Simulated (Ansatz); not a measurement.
This script drives Ansatz's Python interface.

The script, `composite_b2fh3.py`:
```python
# -*- coding: utf-8 -*-
import ansatz as az
import numpy as np

params = {
    "basis": "def2-SVP",
    "functional": "PBE0",
}

GEOMETRY = """
B    -0.40680    0.14540   -0.68800
B     0.41960   -0.26360    0.62880
F     0.66520    0.70000    1.66000
H    -0.60540   -0.58390   -1.55690
H    -0.85570    1.28950   -0.81260
H     0.82520   -1.35150    0.72260
"""


def main():
    geometry = az.Crystal.molecule()
    for line in GEOMETRY.strip().splitlines():
        symbol, *xyz = line.split()
        geometry = geometry.atom(symbol, [float(v) for v in xyz])

    model = geometry.calculation().basis(gaussian=params["basis"]).functional(params["functional"])
    symbols = [site.symbol for site in geometry.cartesian_sites]
    start = np.array([site.position_ang for site in geometry.cartesian_sites], dtype=float)
    summary = model.relax(force_tolerance=0.01).run().report
    end = np.array(summary["positions_ang"])
    print("final positions (A) and the move of each atom")
    for symbol, xyz, old in zip(symbols, end, start):
        print(f"{symbol:2s} {xyz[0]:10.5f} {xyz[1]:10.5f} {xyz[2]:10.5f}   {np.linalg.norm(xyz - old):7.4f}")

    minimum = az.Crystal.molecule()
    for symbol, place in zip(symbols, end):
        minimum = minimum.atom(symbol, place.tolist())
    at_minimum = minimum.calculation()
    level = lambda method, basis: at_minimum.basis(gaussian=basis).correlation(method).run().report
    small, large, cluster = level("mp2", "cc-pVDZ"), level("mp2", "cc-pVTZ"), level("ccsd_t", "cc-pVDZ")
    corr = lambda each: (each["free_energy_ev"] - each["reference_energy_ev"]) / 27.211386246
    mp2_limit = (27 * corr(large) - 8 * corr(small)) / 19
    pieces = {"HF / cc-pVTZ": large["reference_energy_ev"] / 27.211386246, "MP2 correlation, DZ-TZ limit": mp2_limit, "CCSD(T) - MP2 / cc-pVDZ": corr(cluster) - corr(small)}
    for name, value in pieces.items():
        print(f"{name:32s} {value:14.6f} Ha")
    print(f"{'sum':32s} {sum(pieces.values()):14.6f} Ha")
    print("T1 diagnostic", round(cluster["correlation"]["coupled_cluster"]["t1_diagnostic"], 4))


if __name__ == "__main__":
    main()
```

It is started by `python composite_b2fh3.py`. Estimate its wall time and peak memory on 1 thread of Arm Neoverse V1, with other jobs on the host.

It took about 19 s, with a peak of 0.25 GiB, for 4 runs of the engine.

Running `python composite_b2fh3.py` prints:
```text
final positions (A) and the move of each atom
B    -0.43131    0.21478   -0.70644    0.0759
B     0.43765   -0.21950    0.66981    0.0629
F     1.36462    0.54746    1.23070    0.8347
H    -0.06224   -0.09235   -1.81830    0.7778
H    -1.50063    0.77890   -0.63589    0.8414
H     0.23402   -1.29339    1.21402    0.7710
HF / cc-pVTZ                        -150.616897 Ha
MP2 correlation, DZ-TZ limit          -0.488083 Ha
CCSD(T) - MP2 / cc-pVDZ               -0.040749 Ha
sum                                 -151.145728 Ha
T1 diagnostic 0.014
```

These settings explore the input space; basis and method may be short of convergence. The sum leaves out core correlation, relativity, the Hartree-Fock basis error and zero-point energy; a DZ-TZ extrapolation is rough. Inner cores stay frozen, so this is valence correlation.
